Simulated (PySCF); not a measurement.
**Argon: a sound run and one with changed settings**

Sound run: Ar [Ar], Ar⁺ [Ne] 3s2 3p5. All numbers are calculated (PySCF 2.14, the non-relativistic Hamiltonian (point nucleus), in cc-pV(D+d)Z (4s3p2d, 23 functions)). In the sound run the correlated levels freeze [Ne]. The sound run starts from symmetry-adapted Hartree-Fock orbitals and uses a fine grid where one is needed.

Changed run: a valence shell is frozen. This setting is unsound on purpose.

```csv
species,method,sound run (hartree),changed run (hartree),converged
Ar,MP2,-526.94457,-526.91588,yes
Ar,CCSD(T),-526.95954,-526.92783,yes
Ar⁺,MP2,-526.37749,-526.34055,yes
Ar⁺,CCSD(T),-526.39820,-526.35363,yes
```

Ionisation energy of Ar:

| method | sound run (eV) | changed run (eV) |
| --- | --- | --- |
| UHF | 14.670 | 14.670 |
| MP2 | 15.431 | 15.655 |
| SCS-MP2 | 15.340 | 15.607 |
| CCSD | 15.270 | 15.611 |
| CCSD(T) | 15.275 | 15.625 |

Freezing a valence shell removes pair correlation that changes on ionisation.

For comparison, NIST gives 15.760 eV between the lowest levels.
